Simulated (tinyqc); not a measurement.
Inside a calculation. Method: G0W0 on RHF in the sto-3g basis, for H2F+, spin multiplicity 1. One step of it, computed by the program tinyqc.

Problem. Screening: direct RPA. With D = e_a - e_i and K = (ia|jb): diagonalise D^(1/2) (D + 4K) D^(1/2) = Z w^2 Z^T; X + Y = D^(1/2) Z w^(-1/2), each column of Z with its largest component positive (the first on a tie); E_c = (sum w - tr (D + 2K)) / 2.

orbital energies (hartree): MO1 -26.595801, MO2 -2.012183, MO3 -1.132924, MO4 -1.041475, MO5 -1.014833, MO6 -0.066573, MO7 0.090999

Two-electron integrals over orbitals (pq|rs), unique and non-zero (hartree):
```
(11|11) 5.362897    (21|11) -0.505730   (21|21) 0.075659    (22|11) 1.206507
(22|21) -0.019778   (22|22) 0.859445    (31|11) 0.027469    (31|21) -0.003522
(31|22) 0.002937    (31|31) 0.017686    (32|11) -0.018332   (32|21) 0.001706
(32|22) 0.003200    (32|31) 0.025743    (32|32) 0.155455    (33|11) 0.984100
(33|21) -0.008428   (33|22) 0.753297    (33|31) -0.001149   (33|32) -0.005793
(33|33) 0.727890    (41|11) 0.125069    (41|21) -0.016145   (41|22) 0.012756
(41|31) 0.001365    (41|32) 0.000100    (41|33) 0.004666    (41|41) 0.027388
(42|11) -0.094539   (42|21) 0.007525    (42|22) -0.003301   (42|31) 0.000065
(42|32) 0.001578    (42|33) -0.008135   (42|41) 0.029715    (42|42) 0.159593
(43|11) 0.020121    (43|21) -0.000806   (43|22) 0.008367    (43|31) -0.003532
(43|32) 0.005950    (43|33) 0.009948    (43|41) -0.001864   (43|42) -0.011101
(43|43) 0.049302    (44|11) 1.140705    (44|21) -0.013898   (44|22) 0.808345
(44|31) 0.000215    (44|32) -0.013020   (44|33) 0.703583    (44|41) -0.009892
(44|42) -0.085135   (44|43) 0.010741    (44|44) 0.868558    (51|51) 0.029585
(52|51) 0.039221    (52|52) 0.182444    (53|51) -0.001997   (53|52) -0.007223
(53|53) 0.038328    (54|51) -0.009069   (54|52) -0.033180   (54|53) 0.002472
(54|54) 0.052810    (55|11) 1.264015    (55|21) -0.014271   (55|22) 0.881618
(55|31) 0.000791    (55|32) -0.009691   (55|33) 0.743133    (55|41) 0.003576
(55|42) -0.052128   (55|43) 0.011616    (55|44) 0.824691    (55|55) 0.997514
(61|11) 0.188782    (61|21) -0.029727   (61|22) 0.003941    (61|31) 0.004270
(61|32) 0.003698    (61|33) 0.001791    (61|41) -0.006329   (61|42) -0.019066
(61|43) 0.000686    (61|44) 0.012173    (61|55) 0.005278    (61|61) 0.018988
(62|11) -0.260203   (62|21) 0.006655    (62|22) -0.133131   (62|31) 0.002492
(62|32) 0.015929    (62|33) -0.085175   (62|41) -0.017391   (62|42) -0.045614
(62|43) -0.004520   (62|44) -0.088780   (62|55) -0.137046   (62|61) 0.006234
(62|62) 0.071401    (63|11) 0.089822    (63|21) -0.001893   (63|22) 0.047612
(63|31) -0.003934   (63|32) 0.018179    (63|33) 0.042316    (63|41) 0.000243
(63|42) -0.012807   (63|43) 0.017806    (63|44) 0.036146    (63|55) 0.051075
(63|61) 0.000180    (63|62) -0.018013   (63|63) 0.067160    (64|11) -0.286465
(64|21) 0.003948    (64|22) -0.152970   (64|31) -0.001911   (64|32) -0.011826
(64|33) -0.093179   (64|41) -0.004646   (64|42) 0.017073    (64|43) -0.008068
(64|44) -0.157416   (64|55) -0.159243   (64|61) 0.000087    (64|62) 0.056374
(64|63) -0.035686   (64|64) 0.087952    (65|51) -0.012262   (65|52) -0.047608
(65|53) 0.006873    (65|54) -0.009860   (65|65) 0.024181    (66|11) 0.683931
(66|21) -0.005467   (66|22) 0.559806    (66|31) -0.002790   (66|32) -0.037744
(66|33) 0.541971    (66|41) 0.014665    (66|42) 0.064987    (66|43) -0.027599
(66|44) 0.537118    (66|55) 0.538851    (66|61) -0.005617   (66|62) -0.048988
(66|63) -0.035948   (66|64) -0.012975   (66|66) 0.579194    (71|11) 0.063838
(71|21) -0.010327   (71|22) 0.000498    (71|31) -0.015896   (71|32) -0.023386
(71|33) 0.002502    (71|41) 0.000333    (71|42) -0.002999   (71|43) 0.003622
(71|44) 0.002914    (71|55) 0.001732    (71|61) 0.002054    (71|62) -0.002566
(71|63) 0.003694    (71|64) 0.001322    (71|66) 0.002866    (71|71) 0.016803
(72|11) -0.090845   (72|21) 0.002124    (72|22) -0.046705   (72|31) -0.017399
(72|32) -0.064457   (72|33) -0.020407   (72|41) -0.002993   (72|42) -0.002570
(72|43) 0.021254    (72|44) -0.036747   (72|55) -0.046764   (72|61) -0.002582
(72|62) 0.007910    (72|63) 0.020018    (72|64) 0.018604    (72|66) -0.018927
(72|71) 0.015406    (72|72) 0.059407    (73|11) -0.413816   (73|21) 0.008034
(73|22) -0.204281   (73|31) -0.000126   (73|32) 0.021888    (73|33) -0.159292
(73|41) 0.001096    (73|42) 0.055300    (73|43) -0.001027   (73|44) -0.192837
(73|55) -0.226515   (73|61) -0.004631   (73|62) 0.061540    (73|63) -0.013929
(73|64) 0.084966    (73|66) -0.032240   (73|71) -0.001553   (73|72) 0.027143
(73|73) 0.160864    (74|11) -0.028215   (74|21) 0.000233    (74|22) -0.013089
(74|31) 0.006941    (74|32) 0.052366    (74|33) -0.007928   (74|41) -0.002625
(74|42) -0.008686   (74|43) -0.007077   (74|44) -0.016648   (74|55) -0.014629
(74|61) 0.002558    (74|62) 0.012526    (74|63) 0.036447    (74|64) -0.004864
(74|66) -0.034762   (74|71) -0.006410   (74|72) -0.007709   (74|73) 0.022017
(74|74) 0.046578    (75|51) -0.004096   (75|52) -0.015912   (75|53) -0.024259
(75|54) 0.000624    (75|65) 0.002290    (75|75) 0.020455    (76|11) -0.006245
(76|21) 0.000304    (76|22) 0.003870    (76|31) 0.008100    (76|32) 0.077409
(76|33) -0.000396   (76|41) 0.002598    (76|42) 0.007915    (76|43) 0.042680
(76|44) -0.012437   (76|55) -0.002233   (76|61) 1.33e-06    (76|62) -0.004654
(76|63) 0.064645    (76|64) -0.024106   (76|66) -0.067569   (76|71) -0.007719
(76|72) 0.004971    (76|73) 0.030794    (76|74) 0.048001    (76|76) 0.120372
(77|11) 0.780190    (77|21) -0.007326   (77|22) 0.606981    (77|31) 0.005984
(77|32) 0.049095    (77|33) 0.606458    (77|41) 0.003721    (77|42) 0.008512
(77|43) 0.023016    (77|44) 0.575109    (77|55) 0.591457    (77|61) 0.002663
(77|62) -0.042003   (77|63) 0.053520    (77|64) -0.045899   (77|66) 0.493434
(77|71) -0.004378   (77|72) -0.012412   (77|73) -0.048467   (77|74) 0.028344
(77|76) 0.063586    (77|77) 0.606570
```

Give: D^(1/2) (D + 4K) D^(1/2); excitation energies w; X + Y; RPA correlation energy.

Solution.

D^(1/2) (D + 4K) D^(1/2) (hartree^2):
```
          1>6       1>7      2>6      2>7      3>6      3>7      4>6      4>7
1>6  705.8149    0.2186   0.1791  -0.0772   0.0038  -0.1055   0.0018   0.0561
1>7    0.2186  713.9789  -0.0739   0.4617   0.0788  -0.0355   0.0270  -0.1410
2>6    0.1791   -0.0739   4.3411   0.0640  -0.1038   0.3799   0.3106   0.0744
2>7   -0.0772    0.4617   0.0640   4.9232   0.1199   0.1742   0.1066  -0.0476
3>6    0.0038    0.0788  -0.1038   0.1199   1.4236  -0.0637  -0.1455   0.1602
3>7   -0.1055   -0.0355   0.3799   0.1742  -0.0637   2.2855   0.3712   0.1037
4>6    0.0018    0.0270   0.3106   0.1066  -0.1455   0.3712   1.2934  -0.0204
4>7    0.0561   -0.1410   0.0744  -0.0476   0.1602   0.1037  -0.0204   1.4935
5>6    0.0000    0.0000   0.0000   0.0000   0.0000   0.0000   0.0000   0.0000
5>7    0.0000    0.0000   0.0000   0.0000   0.0000   0.0000   0.0000   0.0000

        5>6     5>7
1>6  0.0000  0.0000
1>7  0.0000  0.0000
2>6  0.0000  0.0000
2>7  0.0000  0.0000
3>6  0.0000  0.0000
3>7  0.0000  0.0000
4>6  0.0000  0.0000
4>7  0.0000  0.0000
5>6  0.9909  0.0094
5>7  0.0094  1.3133
```

excitation energies w (hartree): 0.9953  1.0551  1.1351  1.1461  1.2841  1.5192  2.1072  2.2273  26.5671  26.7205

X + Y:
```
           1        2        3       4        5        6        7        8
1>6   0.0000  -0.0001  -0.0003  0.0000  -0.0003   0.0008  -0.0009   0.0003
1>7   0.0000  -0.0004   0.0008  0.0000   0.0004   0.0003   0.0009  -0.0021
2>6   0.0000  -0.0590  -0.0545  0.0000   0.0259  -0.2492   0.9189   0.1696
2>7   0.0000  -0.0366   0.0451  0.0000  -0.0116  -0.0735  -0.1991   0.9494
3>6   0.0000   0.3884  -0.6418  0.0000   0.5784  -0.0673  -0.0343   0.0164
3>7   0.0000  -0.2569  -0.2087  0.0000   0.0609   0.8320   0.1329   0.0711
4>6   0.0000   0.8540   0.2470  0.0000  -0.1929   0.2204   0.0750   0.0348
4>7   0.0000  -0.0464   0.6679  0.0000   0.6924   0.0681   0.0221  -0.0042
5>6   0.9757   0.0000   0.0000  0.0264   0.0000   0.0000   0.0000   0.0000
5>7  -0.0306   0.0000   0.0000  0.9818   0.0000   0.0000   0.0000   0.0000

           9      10
1>6   0.9989  0.0266
1>7  -0.0268  0.9990
2>6   0.0001  0.0000
2>7   0.0000  0.0002
3>6   0.0000  0.0000
3>7   0.0000  0.0000
4>6   0.0000  0.0000
4>7   0.0000  0.0000
5>6   0.0000  0.0000
5>7   0.0000  0.0000
```

RPA correlation energy = -0.053543 hartree
